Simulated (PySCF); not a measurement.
Species: cyanoacetylene, C3HN.
Structure used (PBE0-D3(BJ)/def2-TZVP), in Å, numbered top down from 1:
```xyz
5
C3HN angstrom
C     -1.2647   -0.1976    0.0446
C     -0.0772   -0.0194    0.0207
C      1.2762    0.1836   -0.0085
N      2.4175    0.3546   -0.0320
H     -2.3183   -0.3551    0.0661
```

Computed at PBE0/pcSseg-2 (PySCF, non-relativistic), with Q(14N) = 0.02044 b: N4, 14N (I = 1): χzz = -4.870 MHz, η = 0.000.

(1) Find the zero-field quadrupole resonance frequencies of 14N at N4.

Answers

(1) From ν± = (3/4)|χ|(1 ± η/3) and ν0 = |χ|η/2: ν+ 3.653 MHz, ν− 3.653 MHz (nitrile nitrogen).

In a crystal, neighbours and librations shift these lines. Geometry: PBE0-D3(BJ)/def2-TZVP; no solvent, vibrations or thermal averaging.

These values come from a run that also computed NMR shieldings. Hardware: one thread, Arm Neoverse V1 (aarch64), no GPU, shared host with 32 logical CPUs at a one-minute load of 20. Cost: 6.8 s of wall time, 0.60 GiB resident at most.
